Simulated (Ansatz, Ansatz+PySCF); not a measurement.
```xyz
2

Be    0.0000    0.0000   -0.2717
H     0.0000    0.0000    1.0868
```

Basis set: cc-pVTZ (spherical functions). All electrons are correlated. Charge 0, multiplicity 2.

Computed with Ansatz (development build ahead of 0.2.0); each method stands on the lowest determinant of its kind that the runs found.

**Question.** Give the atomization energy at this shape (free ground-state atoms in the same class of orbitals less the molecule, no zero-point energy) of doublet BeH by UHF-MP2, UHF.

**Answer.**

| method | atomization energy |
| --- | --- |
| UHF-MP2 | 2.43 eV |
| UHF | 2.16 eV |

Caution for UHF: a free atom is spin contaminated.
